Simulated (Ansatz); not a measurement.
Ansatz (a quantum-chemistry and plane-wave program) input (B3LYP/LANL2DZ): The .json file is the Basis Set Exchange's LANL2DZ.

Ansatz 0.2 input:
```yaml
crystal:
  periodic: [false, false, false]
  atoms:
    - {symbol: C, position_ang: [0.00157892, 1.37890846, -0.51669082]}
    - {symbol: S, position_ang: [0.00022170, 0.00210942, 0.66008152]}
    - {symbol: C, position_ang: [-0.00192304, -1.38218263, -0.50786606]}
    - {symbol: H, position_ang: [0.00294044, 2.29930409, 0.06551542]}
    - {symbol: H, position_ang: [0.89298680, 1.35708081, -1.14457101]}
    - {symbol: H, position_ang: [-0.89029797, 1.35934449, -1.14397930]}
    - {symbol: H, position_ang: [-0.00289150, -2.29883840, 0.08021161]}
    - {symbol: H, position_ang: [-0.89375252, -1.36436649, -1.13527401]}
    - {symbol: H, position_ang: [0.88953225, -1.36663016, -1.13586572]}
basis:
  gaussian:
    orbitals: LANL2DZ.json
hamiltonian:
  xc: {name: B3LYP}
relax: {f_tol: 0.003, max_steps: 120}
```

Output:

```
WARN ansatz: RAYON_NUM_THREADS=1 ignored (pool sized by the plan → 1); use --threads N
Functional definition: B3LYP
integrals: 0.01 GiB planned
540 factors; integrals over basis functions are off by at most 3.2e-4 eV
mean field: 0.10 GiB planned
mean field evaluation 1: about -2441.3250 eV, gradient 4.4e1 eV
mean field evaluation 2: about -2439.0055 eV, gradient 5.1e1 eV
mean field evaluation 4: about -2446.5098 eV, gradient 6.4e-1 eV
mean field evaluation 8: about -2446.5020 eV, gradient 1.2e-3 eV
mean field -2446.50197589 eV, -89.9072893153 hartree, gradient 7.1e-6 eV, S^2 0.000000; 0 other end points of the search recorded, 0 dependent functions left out
the calculation of the forces begins
reference -2446.50217227 eV, -89.9072965323 hartree; 12, 12 occupied and 26, 26 virtual orbitals, 540 factors
relax step   1: F+E_penalty+E_count = -2446.50197589 eV  Δ(F+E_penalty+E_count) = +0.000e0 eV  max|allowed force component| = 1.837e0 eV/Å  Δτ_max = 0.0000 Å  (22 SCF iters, accepted)
these checks for a lower state are left out or cut short: starts, cluster_reference, orbital_swaps, neighbouring_geometries, increment
integrals: 0.01 GiB planned
540 factors; integrals over basis functions are off by at most 3.2e-4 eV
mean field: 0.10 GiB planned
mean field evaluation 16: about -2446.5772 eV, gradient 5.8e-2 eV
mean field -2446.57717011 eV, -89.9100526519 hartree, gradient 6.9e-6 eV, S^2 0.000000; 0 other end points of the search recorded, 0 dependent functions left out
the calculation of the forces begins
reference -2446.57736782 eV, -89.9100599178 hartree; 12, 12 occupied and 26, 26 virtual orbitals, 540 factors
relax step   2: F+E_penalty+E_count = -2446.57717011 eV  Δ(F+E_penalty+E_count) = -7.519e-2 eV  max|allowed force component| = 8.949e-1 eV/Å  Δτ_max = 0.0417 Å  (25 SCF iters, accepted)
these checks for a lower state are left out or cut short: starts, cluster_reference, orbital_swaps, neighbouring_geometries, increment
integrals: 0.01 GiB planned
540 factors; integrals over basis functions are off by at most 3.2e-4 eV
mean field: 0.10 GiB planned
mean field -2446.60400553 eV, -89.9110388353 hartree, gradient 8.5e-6 eV, S^2 0.000000; 0 other end points of the search recorded, 0 dependent functions left out
the calculation of the forces begins
reference -2446.60420502 eV, -89.9110461667 hartree; 12, 12 occupied and 26, 26 virtual orbitals, 540 factors
relax step   3: F+E_penalty+E_count = -2446.60400553 eV  Δ(F+E_penalty+E_count) = -2.684e-2 eV  max|allowed force component| = 2.375e-1 eV/Å  Δτ_max = 0.0278 Å  (25 SCF iters, accepted)
these checks for a lower state are left out or cut short: starts, cluster_reference, orbital_swaps, neighbouring_geometries, increment
integrals: 0.01 GiB planned
540 factors; integrals over basis functions are off by at most 3.2e-4 eV
mean field: 0.10 GiB planned
mean field evaluation 32: about -2446.6066 eV, gradient 6.1e-2 eV
mean field -2446.60665310 eV, -89.9111361318 hartree, gradient 8.6e-6 eV, S^2 0.000000; 0 other end points of the search recorded, 0 dependent functions left out
the calculation of the forces begins
reference -2446.60685345 eV, -89.9111434948 hartree; 12, 12 occupied and 26, 26 virtual orbitals, 540 factors
relax step   4: F+E_penalty+E_count = -2446.60665310 eV  Δ(F+E_penalty+E_count) = -2.648e-3 eV  max|allowed force component| = 6.602e-2 eV/Å  Δτ_max = 0.0124 Å  (25 SCF iters, accepted)
these checks for a lower state are left out or cut short: starts, cluster_reference, orbital_swaps, neighbouring_geometries, increment
integrals: 0.01 GiB planned
540 factors; integrals over basis functions are off by at most 3.2e-4 eV
mean field: 0.10 GiB planned
mean field -2446.60706305 eV, -89.9111511971 hartree, gradient 1.9e-5 eV, S^2 0.000000; 0 other end points of the search recorded, 0 dependent functions left out
the calculation of the forces begins
reference -2446.60726340 eV, -89.9111585600 hartree; 12, 12 occupied and 26, 26 virtual orbitals, 540 factors
relax step   5: F+E_penalty+E_count = -2446.60706305 eV  Δ(F+E_penalty+E_count) = -4.099e-4 eV  max|allowed force component| = 2.032e-2 eV/Å  Δτ_max = 0.0060 Å  (19 SCF iters, accepted)
these checks for a lower state are left out or cut short: starts, cluster_reference, orbital_swaps, neighbouring_geometries, increment
integrals: 0.01 GiB planned
540 factors; integrals over basis functions are off by at most 3.2e-4 eV
mean field: 0.10 GiB planned
mean field -2446.60707870 eV, -89.9111517725 hartree, gradient 3.3e-5 eV, S^2 0.000000; 0 other end points of the search recorded, 0 dependent functions left out
the calculation of the forces begins
reference -2446.60727903 eV, -89.9111591342 hartree; 12, 12 occupied and 26, 26 virtual orbitals, 540 factors
relax step   6: F+E_penalty+E_count = -2446.60707870 eV  Δ(F+E_penalty+E_count) = -1.566e-5 eV  max|allowed force component| = 1.268e-3 eV/Å  Δτ_max = 0.0006 Å  (17 SCF iters, accepted)
integrals: 0.01 GiB planned
540 factors; integrals over basis functions are off by at most 3.2e-4 eV
mean field: 0.10 GiB planned
mean field -2446.60707870 eV, -89.9111517725 hartree, gradient 3.3e-5 eV, S^2 0.000000; 1 other end points of the search recorded, 0 dependent functions left out
the calculation of the forces begins
reference -2446.60727903 eV, -89.9111591342 hartree; 12, 12 occupied and 26, 26 virtual orbitals, 540 factors
Total energy: -2446.60727903 eV, -89.9111591342 hartree
Atom 0 at     0.001644     1.432495    -0.525836 Å, force    -0.000000     0.000095    -0.000780 eV/Å
Atom 1 at     0.000237     0.002255     0.705545 Å, force    -0.000000    -0.000004    -0.001268 eV/Å
Atom 2 at    -0.001994    -1.435827    -0.516668 Å, force    -0.000000    -0.000100    -0.000780 eV/Å
Atom 3 at     0.003009     2.353591     0.063166 Å, force    -0.000000     0.000013    -0.000279 eV/Å
Atom 4 at     0.899110     1.395947    -1.150489 Å, force    -0.000087    -0.000189     0.000847 eV/Å
Atom 5 at    -0.896326     1.398226    -1.149893 Å, force     0.000087    -0.000189     0.000847 eV/Å
Atom 6 at    -0.002961    -2.353139     0.078209 Å, force    -0.000000    -0.000015    -0.000279 eV/Å
Atom 7 at    -0.899879    -1.403270    -1.140939 Å, force     0.000088     0.000195     0.000846 eV/Å
Atom 8 at     0.895557    -1.405549    -1.141535 Å, force    -0.000087     0.000195     0.000846 eV/Å
Dipole moment:    -0.000138    -0.001314    -0.411183 e Å
```
